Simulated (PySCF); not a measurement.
Rows and methods have been separated. Pair them.

CS2.
SMILES: `S=C=S`

The closed-shell ground state was solved 4 times with PySCF (density fitting, gas phase), always in the pcSseg-2 basis (122 functions), with these functionals: B97-2, KT3, PBE0 and wB97X-D. Geometry: PBE0-D3(BJ)/def2-TZVP; no solvent, vibrations or thermal averaging.

```
row  total energy (Eh)  HOMO (eV)  LUMO (eV)
  P          -834.2196      -7.86      -2.01
  Q          -834.5168      -9.58      -0.33
  R          -840.8411      -6.90      -2.79
  S          -834.5862      -7.64      -2.06
```

Which functional belongs to which row?

P = PBE0, Q = wB97X-D, R = KT3, S = B97-2. By rising HOMO–LUMO gap: KT3 (GGA) 4.11 eV; B97-2 (global hybrid, 21 % exact exchange) 5.58 eV; PBE0 (global hybrid, 25 % exact exchange) 5.85 eV; wB97X-D (range-separated hybrid) 9.25 eV. Total energies of different functionals aren't bounds to one another; each is stationary for its own functional.

Note: wB97X-D ran without an empirical dispersion term, which enters the total energy and its gradient alone.
